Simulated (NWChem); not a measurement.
# Correlation energy of Li

```xyz
1

Li     0.0000     0.0000     0.0000
```
Charge 0, spin multiplicity 2.

Program: NWChem.

Basis set: cc-pVQZ. Each correlation energy counts from its own Hartree-Fock reference.

| method | correlation energy (mHa) |
|---|---|
| UMP2 | -14.6 |
| SCS-UMP2 | -17.3 |
| CCSD on ROHF | -17.1 |
| CCSD[T] on ROHF | -17.1 |
| CCSD(T) on ROHF | -17.1 |
| CCSD on UHF | -17.1 |
| CCSD[T] on UHF | -17.1 |
| CCSD(T) on UHF | -17.1 |

The values span 2.6 mHa, from SCS-UMP2 (lowest) to UMP2 (highest). 

The correlated methods freeze no orbitals. The stability of the SCF solutions was not checked. Open-shell Hartree-Fock references start from PBE0 orbitals. Coupled-cluster values serve here as a point of comparison, not as the truth.
